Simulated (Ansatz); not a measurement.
System: cuprite Ag₂O. Method: LDA (Ansatz, a quantum-chemistry and plane-wave program, plane waves, PAW).

Run with plane-wave cutoff 520 eV, 12×12×12 k mesh, perturbation theory, no spin polarisation, scalar-relativistic PAW data made under PBE.

Computed at the level's own relaxed cell.

Harmonic phonon frequencies (cm⁻¹; i marks an imaginary mode; at Γ without the LO shift):

```json
[
 {"q point": "Γ", "frequencies": "0 0 0 40 40 40 63 63 101 101 101 275 476 476 476 599 599 599"},
 {"q point": "X", "frequencies": "19i 19i 50 50 52 52 66 66 68 68 185 185 509 509 558 558 579 579"},
 {"q point": "M", "frequencies": "0 0 53 53 57 57 61 61 66 66 187 187 517 517 552 552 578 578"},
 {"q point": "R", "frequencies": "32 32 32 50 50 50 80 80 93 93 93 277 490 490 490 600 600 600"}
]
```

Imaginary modes appear, so the structure is dynamically unstable at this level.

Note: the run finds an imaginary mode (19i cm⁻¹), so the cell is a saddle point at this level.
